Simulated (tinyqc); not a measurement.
Inside a calculation. Method: UHF in the sto-3g basis, for LiH, spin multiplicity 3. This run ends on a higher stationary point, not on the lowest solution. Computed by tinyqc, a small Python program that keeps every step (integrals from PySCF). Settings: charge = 0, multiplicity = 3, basis = sto-3g, energy threshold = 1e-09, iteration cap = 75, orthogonalisation = symmetric, start = highest core orbitals, DIIS depth = 6, DIIS from iteration = 2, method = UHF. Command: `OMP_NUM_THREADS=1 python tinyqc.py 27795 27796 out.jsonl` (the two numbers bound the seeds that draw the settings). One thread of a shared host (Intel(R) Xeon(R) Processor @ 2.60GHz), about 0.08 s of CPU time with the checks.

Geometry (angstrom):
```
atom        x        y        z
Li    0.00000  0.00000  0.00000
H     0.00000  0.00000  1.55900
```

Stop when the energy changes by less than 1e-09 hartree and every element of the error matrix X^T (F D S - S D F) X (for each spin) is below 9e-06.

Course of the cycle:
```
iteration  E (hartree)     change  largest element of the error matrix
1           -1.4945241          -                             7.20e-02
2           -7.3075053  -5.81e+00                             1.12e-01
3           -7.6967008  -3.89e-01                             6.48e-02
4           -7.7131565  -1.65e-02                             2.35e-02
5           -7.7150144  -1.86e-03                             2.44e-03
6           -7.7150340  -1.96e-05                             2.72e-04
7           -7.7150342  -1.58e-07                             6.45e-06
8           -7.7150342  -8.29e-11                             7.31e-07
```

Can the last value be used, and what does the course show?

No, though the log alone does not show it. Converged in 8 iterations. But the solution lies 0.04916 hartree above the reference: it is another stationary point, not the lowest one. Reruns (cap 100 unless said): DIIS 8: converged in 12; damping 0.5: converged in 35 to a higher stationary point; level shift 0.5: converged in 30 to a higher stationary point; atomic densities as start, DIIS 8: converged in 8. PySCF UHF in the same basis, after a stability check = -7.7641979 hartree.
